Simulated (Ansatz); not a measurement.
A made-up structure of CH3OSi (charge -1), singlet:

```tsv
atom	x (Å)	y (Å)	z (Å)
C1	-1.2738	-0.5671	-0.2266
Si2	0.2230	0.1922	-0.3018
O3	1.1701	0.2800	1.0947
H4	-1.9308	-0.6553	-1.0953
H5	1.1628	0.9128	-1.2462
H6	0.9361	-1.0358	-0.2995
```

It is relaxed with PBE-D4/def2-SVPD and then PBE0-D4/def2-TZVPD (Ansatz 0.2.0). Atoms count as bonded within 1.22 times the sum of their covalent radii (H–H: 0.88 Å). The end point is not checked to be a true minimum.

(1) Does its bonding change? (A judgement: the text doesn't fix the answer.)

## Answers

(1) The calculation gives: Yes. Formed: C1–H6; broken: Si2–H6.

Where it ends: The first stage lowers the energy by 4.76 eV in 18 steps. It ends as CH₃OSi ([CH2][SiH][O]), total charge -1:
C1  (-0.544, -0.851, -0.538)
Si2  (0.575, 0.386, -0.084)
O3  (1.541, 0.593, 1.112)
H4  (-1.107, -0.727, -1.461)
H5  (0.568, 1.488, -1.122)
H6  (-0.746, -1.762, 0.019)
(Å)

Labels in which every atom is bracketed show which atoms are joined, not bond orders.

For scale, one of the runs: PBE0-D4/def2-TZVPD relaxation, 147 basis functions, launched by `ansatz run in.yaml --threads 2 --pin off --events-out ev --progress --plain --max-ram 4352MiB`. Hardware: 2 CPU threads of an Arm Neoverse V1, shared host. Wall time about 18 s.
